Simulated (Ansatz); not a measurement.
## BH3SSi, SMILES B1[SiH2]S1: harmonic frequencies at the relaxed geometry

Computed with Ansatz 0.2.0 through its Python package.

`run_freq.py`
```python
"""Vibrations of BH3SSi."""

import ansatz
from ase import Atoms
import numpy as np

atoms = Atoms(["B", "Si", "S", "H", "H", "H"], positions=[
    (-0.8121, -0.9086, -0.1365),
    (0.4305, 0.6222, 0.1994),
    (0.9501, -1.2887, 0.3625),
    (-1.6596, -1.0858, -0.9124),
    (0.921, 1.2728, -1.0414),
    (0.2122, 1.324, 1.4821),
])
bh3ssi = ansatz.Crystal.molecule_from_ase(atoms)

base = (
    bh3ssi.calculation()
    .basis(gaussian="6-31G*")
    .functional("PBE0")
)
symbols = [site.symbol for site in bh3ssi.cartesian_sites]
start = np.array([site.position_ang for site in bh3ssi.cartesian_sites], dtype=float)
data = base.relax(force_tolerance=0.003).run(threads=1, pin="off").report
end = np.array(data["positions_ang"])

print("bond        before    after (A)")
for i, j in [(0, 1), (0, 2), (0, 3), (1, 2), (1, 4), (1, 5)]:
    d0, d1 = (np.linalg.norm(xyz[i] - xyz[j]) for xyz in (start, end))
    print(f"{symbols[i]}{i}-{symbols[j]}{j}".ljust(10), f"{d0:8.4f} {d1:8.4f}")

# frequencies need a stationary point, so they are taken at the relaxed geometry
minimum = ansatz.Crystal.molecule()
for symbol, xyz in zip(symbols, end):
    minimum = minimum.atom(symbol, xyz.tolist())
vibrating = minimum.calculation()
vibrating = vibrating.basis(gaussian="6-31G*")
vibrating = vibrating.functional("PBE0")
vibrating = vibrating.phonons(temperatures=(100, 500, 100))
vib = vibrating.run(threads=1, pin="off").report["vibrations"]
sums = vib["harmonic_sums"]
modes = [m["omega_inv_cm"] for m in sums["modes_at_gamma"] if m["rigid_motion"] == "no"]
for number, w in enumerate(modes, start=1):
    print(f"mode {number:2d} {w:9.1f} 1/cm {w / 8065.544 * 1000:8.2f} meV")
print("imaginary modes:", sum(w < 0 for w in modes), " zero-point energy:", round(sums["zero_point_energy_ev"], 4), "eV")
print("T (K)   F_vib (eV)   S_vib (meV/K)   C_vib (meV/K)")
for row in zip(sums["temperatures_k"], sums["vibrational_free_energy_ev"], vib["entropy_ev_per_k"], vib["heat_capacity_ev_per_k"]):
    print(f"{row[0]:6.1f} {row[1]:11.4f} {1000 * row[2]:13.4f} {1000 * row[3]:15.4f}")
```

```console
$ python run_freq.py
bond        before    after (A)
B0-Si1       2.0001   1.9406
B0-S2        1.8705   1.7695
B0-H3        1.1626   1.1872
Si1-S2       1.9870   2.1856
Si1-H4       1.4844   1.4848
Si1-H5       1.4783   1.4848
mode  1     439.4 1/cm    54.48 meV
mode  2     507.9 1/cm    62.97 meV
mode  3     590.3 1/cm    73.19 meV
mode  4     591.2 1/cm    73.30 meV
mode  5     683.5 1/cm    84.74 meV
mode  6     702.0 1/cm    87.04 meV
mode  7     865.4 1/cm   107.30 meV
mode  8     900.3 1/cm   111.62 meV
mode  9     966.6 1/cm   119.85 meV
mode 10    2272.2 1/cm   281.72 meV
mode 11    2289.0 1/cm   283.80 meV
mode 12    2761.4 1/cm   342.37 meV
imaginary modes: 0  zero-point energy: 0.8412 eV
T (K)   F_vib (eV)   S_vib (meV/K)   C_vib (meV/K)
 100.0      0.8412        0.0020          0.0127
 200.0      0.8392        0.0495          0.1628
 300.0      0.8294        0.1511          0.3446
 400.0      0.8084        0.2697          0.4781
 500.0      0.7755        0.3871          0.5719
```

Caveats:
- These settings explore the input space; basis and method may be short of convergence.
- The frequencies are harmonic and unscaled, in a modest basis. The result belongs to the one conformer reached from this start, and soft torsions count as harmonic oscillators.
- Finished in 83 s on 1 thread of Intel(R) Xeon(R) Platinum 8259CL CPU @ 2.50GHz (Skylake/Cascade Lake), with other jobs on the host, peak memory 0.21 GiB.

(A comment or docstring line of the script was reworded after the run, the code is as it ran; lines on the test bed's own set-up are left out of the output.)
